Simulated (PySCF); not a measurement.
## Phosphorus: a sound run and one with changed settings

Sound run: P [Ne] 3s2 3p3, P⁺ [Ne] 3s2 3p2. All numbers are calculated (PySCF 2.14, scalar relativity by spin-free X2C-1e, in cc-pVDZ-DK (4s3p1d, 18 functions)). In the sound run the correlated levels freeze [Ne]. The sound run starts from symmetry-adapted Hartree-Fock orbitals and uses a fine grid where one is needed.

Changed run: a valence shell is frozen. This setting is unsound on purpose.

```json
{"species": "P", "method": "MP2", "sound run (hartree)": "-341.58688", "changed run (hartree)": "-341.53813", "converged": "yes"}
{"species": "P", "method": "CCSD(T)", "sound run (hartree)": "-341.60560", "changed run (hartree)": "-341.54335", "converged": "yes"}
{"species": "P⁺", "method": "MP2", "sound run (hartree)": "-341.20817", "changed run (hartree)": "-341.16395", "converged": "yes"}
{"species": "P⁺", "method": "CCSD(T)", "sound run (hartree)": "-341.22954", "changed run (hartree)": "-341.16629", "converged": "yes"}
```

Ionisation energy of P:

| method | sound run (eV) | changed run (eV) |
| --- | --- | --- |
| UHF | 9.922 | 9.922 |
| MP2 | 10.305 | 10.182 |
| SCS-MP2 | 10.165 | 10.009 |
| CCSD | 10.231 | 10.260 |
| CCSD(T) | 10.233 | 10.261 |

Freezing a valence shell removes pair correlation that changes on ionisation.

For comparison, NIST gives 10.487 eV between the lowest levels.
